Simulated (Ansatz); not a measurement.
Compare A (`CCC(CC)CC`) with its isomer B (`CCC(C)(C)CC`).

Computed with Ansatz on PBE0-D4/def2-TZVP structures; ΔE is electronic, products minus reactants. CCSD(T)/CBS is the MP2 limit (def2-TZVPP, def2-QZVPP) plus CCSD(T) − MP2 in def2-TZVPP, frozen cores. DFT in def2-TZVPP. One conformer a species, not always the lowest.

A:

```xyz
23

C     0.540    1.161   -2.226
C    -0.515    0.556   -1.314
C     0.035   -0.023   -0.010
C     0.456    1.089    0.951
C     1.369    0.633    2.078
C    -0.978   -0.962    0.646
C    -1.144   -2.298   -0.060
H     0.092    1.556   -3.140
H     1.078    1.982   -1.747
H     1.279    0.409   -2.518
H    -1.042   -0.229   -1.865
H    -1.272    1.311   -1.067
H     0.931   -0.613   -0.255
H     0.965    1.880    0.391
H    -0.449    1.550    1.367
H     2.297    0.211    1.680
H     0.902   -0.131    2.703
H     1.638    1.467    2.730
H    -0.680   -1.151    1.682
H    -1.945   -0.446    0.701
H    -1.877   -2.926    0.451
H    -1.481   -2.180   -1.093
H    -0.198   -2.845   -0.084
```

B:

```xyz
23

C     1.7554    0.5520   -1.2519
C     0.3489    0.9462   -0.8332
C    -0.1899    0.2824    0.4433
C    -1.6266    0.7554    0.6532
C     0.6386    0.7128    1.6515
C    -0.1433   -1.2506    0.3549
C    -0.8648   -1.8766   -0.8270
H     2.4910    0.7771   -0.4764
H     2.0544    1.0960   -2.1509
H     1.8296   -0.5144   -1.4785
H    -0.3426    0.7355   -1.6562
H     0.3082    2.0319   -0.6855
H    -2.2640    0.5091   -0.1993
H    -1.6593    1.8408    0.7840
H    -2.0640    0.2980    1.5454
H     0.6503    1.8021    1.7517
H     1.6733    0.3695    1.5779
H     0.2205    0.2972    2.5728
H     0.9046   -1.5692    0.3451
H    -0.5633   -1.6498    1.2858
H    -0.4359   -1.5600   -1.7808
H    -0.7947   -2.9659   -0.7856
H    -1.9264   -1.6197   -0.8404
```

Which is lower in electronic energy at CCSD(T)/CBS, and by how much? (Estimate.)

Computed: B, by 11.1 kJ/mol.

Give E(B) − E(A) in kJ/mol with ωB97M-V, HF/def2-TZVPP, LDA (SPW92), MP2/def2-TZVPP, B2PLYP, CCSD(T)/def2-SVP, BLYP-D4. (Best estimate.)

The calculation gave: ωB97M-V -10.6, HF/def2-TZVPP 2.6, LDA (SPW92) -12.0, MP2/def2-TZVPP -15.2, B2PLYP -4.9, CCSD(T)/def2-SVP -11.4, BLYP-D4 -7.5. The order is the other way round with HF/def2-TZVPP.

Largest T1 diagnostic: 0.009.

The D4 term adds −8.4 kJ/mol with B3LYP and −4.5 kJ/mol with PBE0; it sums over pairs of atoms, weighted by their polarisabilities, and B3LYP, whose exchange is more repulsive, gets the larger term. Leaving LDA and LC-ωPBE aside and taking each functional with its dispersion term where it has one, the values spread over 5.8 kJ/mol, from ωB97M-V to B2PLYP. LDA lies −10.7 kJ/mol from PBE without D4.

B3LYP here is the variant with VWN-RPA as its local correlation; programs differ in this.
